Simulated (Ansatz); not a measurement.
Base system: Pd in the fcc (Cu type) structure (space group Fm-3m, No. 225).

```cif
data_Pd4
_chemical_formula_sum 'Pd4'
_space_group_name_H-M_alt 'Fm-3m'
_space_group_IT_number 225
_space_group_name_Hall '-F 4 2 3'
_cell_length_a 3.94259
_cell_length_b 3.94259
_cell_length_c 3.94259
_cell_angle_alpha 90.000
_cell_angle_beta 90.000
_cell_angle_gamma 90.000
loop_
_atom_site_label
_atom_site_type_symbol
_atom_site_symmetry_multiplicity
_atom_site_Wyckoff_symbol
_atom_site_fract_x
_atom_site_fract_y
_atom_site_fract_z
_atom_site_occupancy
Pd1 Pd 4 a 0.00000 0.00000 0.00000 1
```
(The calculation used a cell of 1 atom; values per cell refer to that cell.)

Levels (all Ansatz, a program for electronic structure, PAW, earlier PAW set): PBE (420 eV, no spin-orbit coupling); r2SCAN (500 eV, scalar-relativistic without spin-orbit coupling).

Levels that relaxed their own cell: PBE and r2SCAN.

```
level   lattice parameter a
------  -------------------
PBE                 3.943 Å
r2SCAN              3.911 Å
```

Measured: lattice parameter a 3.876 Å (static lattice; corrected from measurement; as listed in Daniel Mejia-Rodriguez, S. B. Trickey, Phys. Rev. B (2018)).

Computed minus measured — lattice parameter a: PBE +1.7 %, r2SCAN +0.9 % (closest: r2SCAN).

Stability against distortions was not tested. The final runs are not spin-polarised. Pd has a high density of states at the Fermi level and may be magnetic at this level.
